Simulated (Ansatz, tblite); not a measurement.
Cost and result up the ladder for BH2(OMe) (CH₅BO) (8 atoms). The state is a singlet with charge 0. Geometry: PBE0-D4/def2-TZVP.

```xyz
8

B    -0.141   -0.957    0.941
H    -0.848   -0.204    1.558
H     0.120   -2.061    1.320
O     0.393   -0.575   -0.226
C     0.159    0.703   -0.782
H    -0.287    0.580   -1.771
H     1.114    1.221   -0.891
H    -0.509    1.294   -0.150
```

Ansatz on 4 threads of Arm Neoverse V2 on a shared host; xTB runs through tblite on one thread. Times are rough, summed over both states, and most runs start from the orbitals of an earlier one. PBE0-D4/def2-TZVP serves as the yardstick here, not as an exact answer. The other state is a doublet.

The xTB rows come from tblite. Correlated methods freeze 3 core orbitals. In CCSD on the charge 1 doublet the largest single amplitude is 0.45, so its Hartree–Fock determinant may place the open shell otherwise than the density functionals do.

Run but left out: HF/def2-TZVPP, MP2/def2-TZVPP (charge +1 doublet: a determinant that CCSD turns far, T1 0.125).

Correlated methods converge slowly with the basis.

Raw xTB energies of ions are shifted by several eV.

```tsv
level	functions	wall time	vertical IE (eV)	difference from PBE0-D4/def2-TZVP (eV)	remarks
GFN2-xTB	17	0.004 s	14.78	3.63	–
GFN1-xTB	22	0.006 s	15.80	4.65	–
PBE-D4/def2-TZVP	123	1.5 s	10.82	-0.33	–
r2SCAN-D4/def2-TZVP	123	3 s	10.95	-0.20	–
PBE0-D4/def2-TZVP	123	3 s	11.15	0.00	–
CCSD(T)/def2-TZVPP	163	56 s	12.08	0.93	large T1 (0.125) (+1 doublet)
```
